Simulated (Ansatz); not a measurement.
Energy needed to pull apart AlH2F (SMILES [F][AlH2]), closed shell, into free ground-state atoms, from the structure below (displaced at random from a GFN2-xTB minimum); no zero-point or spin–orbit terms; open-shell atoms are treated unrestricted, in their ground-state multiplicity.

```xyz
4
angstrom
F -0.3648 -0.0284 1.4931
Al -0.0115 0.0105 -0.0715
H -0.3833 -1.1785 -0.9145
H 0.8464 1.1659 -0.5982
```

Program: Ansatz 0.2.0. Basis: def2-TZVPP. Cores are frozen in the correlated methods.

```csv
method,atomization energy (eV)
PBE-D4,12.04
BLYP-D4,12.16
r2SCAN-D4,12.25
PBE0-D4,?
r2SCANh-D4,12.17
wB97M-V,12.30
HF,?
MP2,12.30
CCSD,11.96
CCSD(T),12.07
```

What does HF give? (Judge from chemistry; the value comes from the calculation.)

Computed: 9.49 eV, which is about 2.57 eV less than CCSD(T)/def2-TZVPP.

What does PBE0-D4 give? (An estimate is asked for; the value comes from the calculation.)

The calculation gives: 11.90 eV, which is about 0.17 eV less than CCSD(T)/def2-TZVPP.

In triple zeta the MP2 and coupled-cluster atomization energies are still short of their basis limit by a few kcal/mol a bond, whereas those of the functionals are nearly converged, so these differences are not deviations from converged CCSD(T).

No T1 diagnostic of these runs exceeds 0.012.

For scale, one of the runs: CCSD(T)/def2-TZVPP forces, 101 basis functions (an equivalent command: `ansatz run in.yaml --threads 4`). Hardware: 4 CPU threads, shared host. Wall time about 4 s.
